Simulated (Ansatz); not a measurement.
```yaml
crystal:
  periodic: [false, false, false]
  atoms:
    - {symbol: Ru, position_ang: [-0.124398, -0.000870, -0.007034]}
    - {symbol: O, position_ang: [1.649484, 0.011539, 0.093267]}
    - {symbol: F, position_ang: [-0.376145, 1.802668, -0.023066]}
    - {symbol: F, position_ang: [-0.351170, -1.807756, -0.018059]}
basis:
  gaussian: {orbitals: def2-TZVP}
magnetization: {spin_polarized: true, initial_magnetization: 4}
hamiltonian: {xc: pbe0}
relax: {f_tol: 0.004, max_steps: 80}
```

```sh
$ ansatz run in.yaml --threads 1 --pin off --events-out ev --progress --plain --max-ram 2176MiB
```

Steps of the relaxation (energy above the last step; positions in Å, forces in eV/Å):

```
4
step 1, 169.3 meV
Ru   -0.124   -0.001   -0.007    3.174    0.022    0.179
O     1.649    0.012    0.093   -2.412   -0.017   -0.136
F    -0.376    1.803   -0.023   -0.389    1.148   -0.023
F    -0.351   -1.808   -0.018   -0.373   -1.154   -0.020
```

```
4
step 2, 17.8 meV
Ru   -0.080   -0.001   -0.005    1.168    0.008    0.066
O     1.643    0.011    0.093   -0.923   -0.006   -0.052
F    -0.395    1.824   -0.024   -0.124    0.324   -0.007
F    -0.370   -1.829   -0.019   -0.120   -0.326   -0.006
```

```
4
step 3, 0.7 meV
Ru   -0.056    0.000   -0.003   -0.245   -0.002   -0.014
O     1.638    0.011    0.093    0.241    0.002    0.014
F    -0.405    1.831   -0.025    0.002    0.038    0.000
F    -0.379   -1.836   -0.020    0.003   -0.038    0.000
```

```
4
step 6, 0.0 meV
Ru   -0.059    0.000   -0.003    0.000    0.000    0.000
O     1.640    0.011    0.093    0.000    0.000    0.000
F    -0.404    1.833   -0.025    0.000    0.000    0.000
F    -0.379   -1.838   -0.020    0.000    0.000    0.000
```

Close pairs at the end: Ru1–O2 1.702 Å, Ru1–F3 1.865 Å, Ru1–F4 1.865 Å.

A stationary point of unrestricted PBE0 after 6 steps, with ⟨S²⟩ = 6.013 against 6.00 for a pure state; no frequencies were run, so it isn't proven a minimum. 47 s on 1 thread of Arm Neoverse V1, shared host.
